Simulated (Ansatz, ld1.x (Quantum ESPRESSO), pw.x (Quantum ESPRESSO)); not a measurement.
From atom to crystal: TM potential for barium (Ba)

* Element: Ba
* Generator: ld1.x (Quantum ESPRESSO) 7.5
* Type: norm-conserving Troullier–Martins (Kleinman–Bylander form)
* Functional: LDA (PW92)
* Relativity: scalar-relativistic
* Frozen core: [Xe]
* Valence charge: 2
* Reference configuration: 5d0 6s2 6p0
* Partial waves: 6p (bound, empty): rc 4.20 bohr; 5d (bound, empty): rc 3.55 bohr; 6s (bound): rc 3.75 bohr
* Local potential: the s channel
* Core correction: Bessel-smoothed model core inside 4.30 bohr

Crystal test: sc Ba in pw.x 7.5, no spin, 9³ k-points, Fermi–Dirac smearing 0.01 Ry, cutoffs 50/200 Ry. The reference is all-electron LAPW (Ansatz 0.2.0) with the same functional, mesh and smearing; V0 and B0 come from Birch–Murnaghan fits to the pressures at five volumes. Errors are pseudo minus all-electron; Δ is the rms difference of the E(V) curves that follow from these fits, minima aligned, over ±6 % about the mean V0. Mesh and smearing are coarse, so the numbers serve the comparison and aren't converged zero-temperature values; the lattice is a test structure that the element need not adopt.

```
V (Å³/atom)  P all-electron (GPa)  P pseudo (GPa)
     48.139                  0.55            0.49
     49.406                  0.30            0.28
     50.673                  0.07            0.09
     51.940                 -0.14           -0.10
     53.207                 -0.32           -0.26
```

All-electron: a0 = 3.711 Å (V0 = 51.10 Å³/atom), B0 = 8.5 GPa.

Pseudopotential: mean pressure error (GPa): +0.01; a0 (Å): 3.715; a0 error (%): +0.11; B0 error (%): -14.1; Δ (meV/atom): 0.4. The largest radius (4.20 bohr) exceeds half the bond length (3.50 bohr), so the spheres overlap, which is one possible source of error among others. This is a poor potential for the solid.

At the middle volume, how do free energy and pressure move when the wave cutoff is lowered (ecutrho kept at four times it)?

```json
{"cutoff (Ry)": "22", "shift of F (meV/atom)": "+0.1", "shift of P (GPa)": "-0.00"}
{"cutoff (Ry)": "30", "shift of F (meV/atom)": "+0.0", "shift of P (GPa)": "+0.00"}
{"cutoff (Ry)": "40", "shift of F (meV/atom)": "+0.0", "shift of P (GPa)": "+0.00"}
```

The run at the middle volume (35 k-points, 6 iterations) took about 2.6 s on one core of a shared host (Neoverse-V2, 96 threads, 742 GiB, load 36).
